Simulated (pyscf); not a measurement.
[O=Si–F]• + H₂ → HO–Si:–F [singlet] + H•, a hydrogen abstraction (doublet surface; H–H broken, H–O formed). Single points on ωB97X-D3(BJ)/def2-SVP structures (PySCF, gas phase). Energies in kcal/mol from the separated reactants.

Small-basis levels: PySCF, no dispersion term, spherical d functions. AM1 to PM7: differences of heats of formation from MOPAC, which are fitted to 298 K values and so differ in kind from electronic energies by zero-point and thermal terms. GFN2-xTB: tblite. Open shells are spin-unrestricted. 

```csv
level,barrier,reaction energy
HF/STO-3G,-0.8,-1.4
SVWN5/6-31G*,4.2,+6.9
BP86/6-31G*,13.0,+14.1
PBE/6-31G*,12.0,+10.3
B3LYP/STO-3G,-2.3,+23.0
B3LYP/6-31G*,14.5,+9.3
M06-2X/6-31G*,[?],+3.1
B3LYP/6-311+G**,13.1,+5.1
GFN2-xTB,14.7,+8.8
AM1,37.6,+28.3
PM3,32.6,+28.8
PM7,[?],+59.0
ωB97M-D3(BJ)/def2-TZVP,[?],+1.2
```

Problem. Some entries are withheld; supply them.

Solution. 
- M06-2X/6-31G*, barrier: 17.8
- PM7, barrier: 41.5
- ωB97M-D3(BJ)/def2-TZVP, barrier: 16.3

Against the last row the barrier runs from -18.6 (B3LYP/STO-3G) to +25.2 kcal/mol (PM7). At HF/STO-3G, SVWN5/6-31G*, BP86/6-31G*, B3LYP/STO-3G, PM7 this geometry lies under one side, so the entry may be no barrier of that level: it is a single point on another level's saddle. ωB97M-D3(BJ)/def2-TZVP has limits of its own. One saddle was located; it need not be the lowest between these sides. The angle at the transferred H is 171°.
